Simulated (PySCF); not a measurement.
**acetyl fluoride: calculation against experiment**

**Experimental background.**

NIST CCCBDB Release 22 (SRD 101), experimental dipoles lists, for the gas: dipole moment (microwave Stark effect) 2.96 D.

The runs below try to reproduce these values; the comparison stands at the end.

Compound: acetyl fluoride, C2H3FO.
SMILES with atom numbers: `[CH3:1][C:2](=[O:3])[F:4]` (hydrogens: H5, H6, H7 on C1)

Cartesian coordinates in Å at the PBE0-D3(BJ)/def2-SVP level; atoms count from 1:
```
atom  x, y, z in Å
C1    -0.6385   -0.0712   -0.1213
C2     0.8356   -0.0390    0.1041
O3     1.6403   -0.8657   -0.1543
F4     1.2071    1.1257    0.6632
H5    -1.1682    0.2082    0.8002
H6    -0.9443   -1.0677   -0.4577
H7    -0.9003    0.6758   -0.8862
```

Runs made with PySCF (gas phase, on this PBE0-D3(BJ)/def2-SVP geometry; no spin–orbit coupling):

```
                             level                                                                            job  basis functions  wall time
PBE0-D3(BJ)/def2-SVP, grid level 1                   geometry optimisation from a GFN2-xTB start shaken at random               71      9.2 s
                 LC-wPBE/def2-SVPD  10 singlets by full TDDFT, 4 Tamm–Dancoff triplets, polarisability, ΔSCF ions              110       16 s
                      PBE0/6-31+G*             10 singlets by full TDDFT, 4 Tamm–Dancoff triplets, polarisability               78      4.1 s
                       PBE0/6-31G*             10 singlets by full TDDFT, 4 Tamm–Dancoff triplets, polarisability               62      3.0 s
                  PBE0/aug-cc-pVDZ             10 singlets by full TDDFT, 4 Tamm–Dancoff triplets, polarisability              119      7.0 s
                  PBE0/aug-cc-pVTZ             10 singlets by full TDDFT, 4 Tamm–Dancoff triplets, polarisability              253       20 s
                     PBE0/def2-SVP             10 singlets by full TDDFT, 4 Tamm–Dancoff triplets, polarisability               71      3.4 s
                    PBE0/def2-TZVP             10 singlets by full TDDFT, 4 Tamm–Dancoff triplets, polarisability              142      8.0 s
                   PBE0/def2-TZVPD             10 singlets by full TDDFT, 4 Tamm–Dancoff triplets, polarisability              181       12 s
                 wB97X-D/def2-SVPD  10 singlets by full TDDFT, 4 Tamm–Dancoff triplets, polarisability, ΔSCF ions              110       12 s
```

Hardware: one thread of an Intel Xeon Platinum 8488C, no GPU (shared host).

All basis functions are spherical.

## Comparison

**Dipole moment.** Measured: 2.96 D (NIST CCCBDB Release 22 (SRD 101), experimental dipoles).

```json
{"level": "PBE0-D3(BJ)/def2-SVP", "computed (D)": "2.84", "computed − measured (D)": "-0.12", "% (from the printed values)": "-4"}
{"level": "LC-wPBE/def2-SVPD", "computed (D)": "3.02", "computed − measured (D)": "+0.06", "% (from the printed values)": "+2"}
{"level": "PBE0/6-31+G*", "computed (D)": "3.06", "computed − measured (D)": "+0.10", "% (from the printed values)": "+3"}
{"level": "PBE0/6-31G*", "computed (D)": "2.80", "computed − measured (D)": "-0.16", "% (from the printed values)": "-5"}
{"level": "PBE0/aug-cc-pVDZ", "computed (D)": "2.98", "computed − measured (D)": "+0.02", "% (from the printed values)": "+1"}
{"level": "PBE0/aug-cc-pVTZ", "computed (D)": "2.98", "computed − measured (D)": "+0.02", "% (from the printed values)": "+1"}
{"level": "PBE0/def2-SVP", "computed (D)": "2.84", "computed − measured (D)": "-0.12", "% (from the printed values)": "-4"}
{"level": "PBE0/def2-TZVP", "computed (D)": "2.95", "computed − measured (D)": "-0.01", "% (from the printed values)": "0"}
{"level": "PBE0/def2-TZVPD", "computed (D)": "2.98", "computed − measured (D)": "+0.02", "% (from the printed values)": "+1"}
{"level": "wB97X-D/def2-SVPD", "computed (D)": "3.03", "computed − measured (D)": "+0.07", "% (from the printed values)": "+2"}
```

Closest is PBE0/def2-TZVP (-0.01 D), furthest PBE0/6-31G* (-0.16 D); one molecule doesn't rank methods. The computed dipoles belong to one fixed geometry; measured ones are averaged over vibrations unless marked μe. Magnitudes are compared, not signs.

The geometry is computed, not the measured one. Where a level misses, the cause wasn't examined.
